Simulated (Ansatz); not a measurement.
Process, species as SMILES: FOF + H+ → F[OH+]F
B3LYP-D3(BJ)/def2-TZVP geometries, fixed; electronic energies without zero-point terms; positive where energy is released.
Largest species:
```
O
H 1 1.0167
F 1 1.3894 2 102.86
F 1 1.3894 2 102.86 3 111.25
```
Charge +1, spin multiplicity 1.

Basis-set convergence of the proton affinity at wB97M-V with Ansatz (an electronic-structure program). Cartesian d functions, on some or all atoms, in 6-31G*, 6-31G**; all else is spherical. The program fits the integrals of some runs and decomposes those of others, by size. The proton sits at the site shown, which need not be the one that binds it best. The functional holds VV10 correlation; no added dispersion term, no relativity. Functions are those of the species that has most. Reference: the value in pcseg-4, 112.51 kcal/mol, itself unsure by roughly 0.13 kcal/mol (its mean distance from aug-pcseg-3, aug-cc-pVQZ, cc-pV5Z). Deviations are taken from unrounded values.

```json
[
 {"basis": "STO-3G", "functions": "16", "proton affinity (kcal/mol)": "166.43", "minus reference (kcal/mol)": "53.92"},
 {"basis": "3-21G", "functions": "29", "proton affinity (kcal/mol)": "108.03", "minus reference (kcal/mol)": "-4.48"},
 {"basis": "6-31G*", "functions": "47", "proton affinity (kcal/mol)": "112.82", "minus reference (kcal/mol)": "0.30"},
 {"basis": "def2-SVP", "functions": "47", "proton affinity (kcal/mol)": "111.68", "minus reference (kcal/mol)": "-0.83"},
 {"basis": "6-31G**", "functions": "50", "proton affinity (kcal/mol)": "116.09", "minus reference (kcal/mol)": "3.58"},
 {"basis": "def2-TZVP", "functions": "99", "proton affinity (kcal/mol)": "111.44", "minus reference (kcal/mol)": "-1.07"},
 {"basis": "6-311++G(3df,3pd)", "functions": "135", "proton affinity (kcal/mol)": "111.74", "minus reference (kcal/mol)": "-0.77"},
 {"basis": "aug-pcseg-2", "functions": "161", "proton affinity (kcal/mol)": "111.99", "minus reference (kcal/mol)": "-0.52"},
 {"basis": "def2-QZVPP", "functions": "201", "proton affinity (kcal/mol)": "112.75", "minus reference (kcal/mol)": "0.24"}
]
```
